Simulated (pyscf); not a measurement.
# Routes from H₂B–NH₂ (SMILES BN) + SiH₄ (SMILES [SiH4])

Candidate steps break at most two bonds and form at most two. Each was searched with GFN2-xTB (tblite) first. PySCF, gas phase, ωB97X-D3(BJ)/def2-SVP geometries. Energies: ωB97M-D3(BJ)/def2-TZVP, kcal/mol, from the separated reactants, singlet surface; ΔG‡ with ideal gas, 1 atm, RRHO with modes under 100 cm⁻¹ raised to 100, one conformer, R ln 2 for chiral ones without a mode under 150 cm⁻¹.

```csv
products,type,ΔE‡,ΔE,ΔG‡ 298 K,ΔG‡ 900 K,ν‡ (cm⁻¹)
BH₃ + H₂N–SiH₃,four-centre exchange,16.7,+27.7,–,–,207i
H₂N–BH–SiH₃ + H₂,four-centre exchange,38.9,+10.0,47.5,64.6,949i
H₂B–NH–SiH₃ + H₂,four-centre exchange,57.5,-3.2,64.0,81.6,1496i
```

A dash marks a saddle under its separated products, where this table gives no free-energy barrier. Row 1: On the product side the descent ends in an adduct with a B–N contact (not fully relaxed), 28.9 kcal/mol under the separated species and 17.5 kcal/mol under the saddle at ωB97X-D3(BJ)/def2-TZVP. 

Plain bond fissions and candidates not yet searched are not listed, and one of them may be faster. Each barrier is that of the saddle found; lower ones may exist.
